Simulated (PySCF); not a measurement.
## What binds AlC: the parts of the energy along the bond

State: ⁴Σ⁻, quartet, unpaired electrons σ ↑, π ↑↑. ROHF-based CCSD(T) in PySCF 2.14 with Al cc-pV(T+d)Z, C cc-pVTZ and Al cc-pV(Q+d)Z, C cc-pVQZ (frozen core orbitals: 6; no relativity). Correlation energies are extrapolated as n⁻³ (n = 3, 4), Hartree–Fock as (n+1)·exp(−9√n). CV is the change on freezing 1 orbitals instead, in Al cc-pwCVTZ, C cc-pwCVTZ. SR is the spin-free X2C energy in Al cc-pVTZ-DK, C cc-pVTZ-DK less the non-relativistic one in Al cc-pVTZ, C cc-pVTZ. All energies in eV from Al + C.

```tsv
R (Å)	HF/CBS	CCSD corr.	(T)	CV	SR	total
1.7395	-2.331	-0.498	-0.1130	-0.0453	0.0027	-2.984
1.8185	-2.635	-0.490	-0.1142	-0.0328	0.0037	-3.268
1.8976	-2.781	-0.484	-0.1154	-0.0233	0.0043	-3.400
1.9767	-2.815	-0.480	-0.1166	-0.0163	0.0044	-3.424
2.0557	-2.770	-0.477	-0.1179	-0.0112	0.0043	-3.372
2.1546	-2.639	-0.474	-0.1198	-0.0068	0.0040	-3.236
2.2534	-2.457	-0.472	-0.1218	-0.0039	0.0035	-3.051
```

A fit to the total gives Re = 1.9578 Å, De = 3.426 eV, ωe = 654.4 cm⁻¹, Be = 0.5295 cm⁻¹ (masses 26.9815 and 12.0000 u).

Q: At R = 1.9767 Å the CCSD correlation energy is -0.161288 hartree in the smaller basis and -0.167851 in the larger. Extrapolate it.

A: (4³·E4 − 3³·E3)/(4³ − 3³) = -0.17264 hartree; the larger basis holds 97.2 % of it.

The T1 diagnostic is 0.049, large enough to doubt a single reference. The state was picked by a PBE0 search and need not be the measured ground state. Spin–orbit coupling, excitations beyond (T) and corrections to the Born–Oppenheimer picture are left out.
